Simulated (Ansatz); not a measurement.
A run for Ansatz (a program for electronic structure): R-MP2/aug-cc-pV(T+d)Z on SiH4 (SMILES [SiH4]), atoms moved off the minimum. Files ending in .json are basis or fitting sets from the Basis Set Exchange.

Ansatz 0.2 input:
```yaml
crystal:
  periodic: [false, false, false]
  atoms:
    - {symbol: Si, position_ang: [-0.04904779, 0.02977461, 0.02292897]}
    - {symbol: H, position_ang: [-0.16379444, 1.21402167, -0.83546997]}
    - {symbol: H, position_ang: [-0.79872150, 0.18456794, 1.31550543]}
    - {symbol: H, position_ang: [1.37240030, -0.22867788, 0.33774439]}
    - {symbol: H, position_ang: [-0.50429725, -1.23331435, -0.78435591]}
basis:
  gaussian:
    orbitals: aug-cc-pV_T+d_Z.json
magnetization: {spin_polarized: false}
correlation: {method: mp2, electrons: outside_noble_gas}
scf: {lower_state_search: off}
output: {forces: true}
```

The log:

```
WARN ansatz: RAYON_NUM_THREADS=1 ignored (pool sized by the plan → 1); use --threads N
Functional definition: HF
these checks for a lower state are left out or cut short: starts, cluster_reference, orbital_swaps, neighbouring_geometries, increment
integrals: 0.13 GiB planned
814 factors; integrals over basis functions are off by at most 1.2e-3 eV
mean field: 0.26 GiB planned
mean field evaluation 1: about -7924.9150 eV, gradient 1.0e1 eV
mean field evaluation 2: about -7924.9151 eV, gradient 1.0e1 eV
mean field evaluation 4: about -7925.5897 eV, gradient 3.7e-1 eV
mean field evaluation 8: about -7925.5906 eV, gradient 3.6e-5 eV
mean field -7925.59063326 eV, -291.2600836141 hartree, gradient 2.0e-6 eV, S^2 0.000000; 0 other end points of the search recorded, 0 dependent functions left out
5 core orbitals not correlated
reference -7925.59063326 eV, -291.2600836141 hartree; 4, 4 occupied and 138, 138 virtual orbitals, 814 factors
densities: 0.30 GiB planned
second order -3.96546607 eV of doubles, -0.00000000 eV of singles
the calculation of the forces begins
Total energy: -7929.55609934 eV, -291.4058118044 hartree
Atom 0 at    -0.049048     0.029775     0.022929 Å, force    -0.189902    -1.427173    -0.296344 eV/Å
Atom 1 at    -0.163794     1.214022    -0.835470 Å, force    -0.085972     0.133393     0.011897 eV/Å
Atom 2 at    -0.798721     0.184568     1.315505 Å, force     0.131198    -0.041605    -0.535033 eV/Å
Atom 3 at     1.372400    -0.228678     0.337744 Å, force    -0.029925     0.158653     0.035350 eV/Å
Atom 4 at    -0.504297    -1.233314    -0.784356 Å, force     0.174601     1.176733     0.784131 eV/Å
Dipole moment:    -0.018535     0.046688     0.015318 e Å
Checks for a lower state left out: starts, cluster_reference, orbital_swaps, neighbouring_geometries, increment
```

Self-consistency was reached.

Cost: about 1.2 core-seconds (a rough figure).
